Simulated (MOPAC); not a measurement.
MOPAC input (PM3):

```
PM3 1SCF CHARGE=-1 GEO-OK AUX(PRECISION=9) THREADS=1
C4H5

C    -0.01154166 1   -0.76556749 1    0.93697059 1
C    -0.00055164 1    0.59711357 1    0.84098915 1
C    -0.00224906 1   -0.80264408 1   -0.63844868 1
C     0.00981811 1    0.75689114 1   -0.66431055 1
H     0.00073468 1    1.37849926 1    1.61112035 1
H    -0.88855296 1   -1.26186408 1   -1.10165642 1
H     0.88250307 1   -1.27538941 1   -1.09089155 1
H     0.90183037 1    1.21523446 1   -1.12950488 1
H    -0.86936967 1    1.22876090 1   -1.14027063 1
```

Task: What heat of formation does the run end on, and which ionisation energy by Koopmans theorem?

Result: 73.95 kcal/mol; 2.30 eV.
